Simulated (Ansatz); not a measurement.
A calculation with Ansatz (development build ahead of 0.2.0).

```yaml
crystal:
  periodic: [false, false, false]
  atoms:
    - { symbol: C, position_ang: [1.39463, 0.0096, -0.00154] }
    - { symbol: C, position_ang: [0.78075, 1.22699, 0.00019] }
    - { symbol: C, position_ang: [-0.63449, 1.21123, 0.00922] }
    - { symbol: C, position_ang: [-1.32365, 0.00445, -0.00884] }
    - { symbol: C, position_ang: [-0.62822, -1.21445, -0.00948] }
    - { symbol: C, position_ang: [0.76659, -1.21809, -0.0045] }
    - { symbol: H, position_ang: [1.3225, 2.1771, -0.00139] }
    - { symbol: H, position_ang: [-1.17674, 2.14974, 0.0029] }
    - { symbol: H, position_ang: [-2.42298, 0.00011, -0.00578] }
    - { symbol: H, position_ang: [-1.17345, -2.15762, 0.00566] }
    - { symbol: H, position_ang: [1.33279, -2.16404, -0.00641] }
basis:
  gaussian: { orbitals: cc-pVDZ }
magnetization:
  spin_polarized: true
  initial_magnetization: 1
hamiltonian:
  xc: hf
```

The input is written out in the form of the current development build from the run's settings.

Output:

| Item | Value |
| --- | --- |
| Converged | yes |
| Total energy | -230.08131 hartree |
| Spin squared of the determinant | 1.357 |

Caution: the unrestricted determinant is spin contaminated.
